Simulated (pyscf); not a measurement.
**Routes from `[OH2]` + `[OH][B]([F])[F]`**

Candidate steps break at most two bonds and form at most two. Each was searched with GFN2-xTB (tblite) first. Optimised with ωB97X-D3(BJ)/def2-SVP in PySCF. MP2 and CC: frozen core, UHF for open shells. ΔMP2 is the change of the MP2 total energy from the triple- to the quadruple-zeta basis. Energies: CCSD(T)/def2-TZVPP + ΔMP2(QZVPP), kcal/mol, from the separated reactants, singlet surface; ΔG‡ with ideal gas, 1 atm, RRHO with modes under 100 cm⁻¹ raised to 100, one conformer, R ln 2 for chiral ones without a mode under 150 cm⁻¹.

```tsv
products	type	ΔE‡	ΔE	ΔG‡ 298 K	ΔG‡ 900 K	ν‡ (cm⁻¹)
HO–B(F)–F + H₂O	four-centre exchange	15.0	0.0	25.4	49.0	1305i
HO–B(OH)–F + HF	four-centre exchange	21.7	+3.2	31.4	53.6	1030i
```

Row 1: On the reactant side the descent ends in a complex, 5.3 kcal/mol under the separated species and 18.1 kcal/mol under the saddle at ωB97X-D3(BJ)/def2-TZVP. On the product side the descent ends in a complex, 5.3 kcal/mol under the separated species and 18.0 kcal/mol under the saddle at ωB97X-D3(BJ)/def2-TZVP. Row 2: On the reactant side the descent ends in a complex, 5.5 kcal/mol under the separated species and 24.8 kcal/mol under the saddle at ωB97X-D3(BJ)/def2-TZVP. On the product side the descent ends in a complex, 5.2 kcal/mol under the separated species and 21.1 kcal/mol under the saddle at ωB97X-D3(BJ)/def2-TZVP. 

Plain bond fissions and candidates not yet searched are not listed, and one of them may be faster. Each barrier is that of the saddle found; lower ones may exist. The CCSD(T) − MP2 part came from Ansatz, without density fitting, on the same reference.
